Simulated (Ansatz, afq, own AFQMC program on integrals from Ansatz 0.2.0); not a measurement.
Where AFQMC and coupled cluster stand for CHSi, doublet

```json
{"atom": "Si", "x (Å)": "0.0000", "y (Å)": "0.0000", "z (Å)": "-1.9458"}
{"atom": "C", "x (Å)": "0.0000", "y (Å)": "0.0000", "z (Å)": "0.4332"}
{"atom": "H", "x (Å)": "0.0000", "y (Å)": "0.0000", "z (Å)": "1.5126"}
```

Connectivity, by distances: Si ··· CH.

Basis 6-31G. Noble-gas cores (and the filled d shells of Ga–Kr and In–Xe) are frozen. Ansatz 0.2.0 and our own AFQMC program on the same integrals; the CISD trial comes from CCSD amplitudes, and released means the phaseless constraint is let go. ± is one standard error of the sampling.

Determinant: ROHF, the one that the program's search chose, which needn't be the lowest solution. The geometry is a point of a scan.

Full CI on the same integrals is exact in this basis and with this determinant's frozen core.

Cautions: a spin-contaminated unrestricted determinant lies lower (UHF 1.86 eV lower, ⟨S²⟩ 1.88); strong correlation (T1 0.162, weight of the determinant 0.54, largest double 0.35); (T) is large, 8 % of the CCSD correlation; the released energies are still falling, so no released level is given (meV from the phaseless value at times in 1/Eh: -19 ± 8 at 0.24, -31 ± 7 at 0.51, -50 ± 5 at 0.99, -65 ± 4 at 1.62, -72 ± 7 at 2.40).

```
T1 diagnostic                               : 0.1623
weight of the determinant in the CISD state : 0.538
size of the correlated space                : 9 electrons in 18 orbitals
```

Reference: full CI, correlation energy -5.124 eV. The cautions show a poor starting determinant, so the rows tell how each method copes with it here, and full CI is the sure value.

| level | E − E(reference) (kJ/mol) | share of correlation (%) |
| --- | --- | --- |
| HF | 494.4 | 0.00 |
| MP2 | 196.1 | 60.34 |
| CCSD | 34.4 | 93.04 |
| CCSD(T) | -3.9 | 100.79 |
| CCSDT | 5.3 | 98.94 |
| CCSDT(Q) | -1.1 | 100.22 |
| CCSDTQ | 0.8 | 99.84 |
| ph-AFQMC/CISD | 12.0 ± 0.9 | 97.57 |

CCSDT and higher add their correlation energy to the determinant of the CCSD(T) run, since their own runs factorise the integrals more tightly (a shift of under 2 meV). A walk keeps the symmetry of its determinant, which the program's search chose and which needn't be the lowest solution, so a lower state of the same spin and another symmetry isn't excluded.
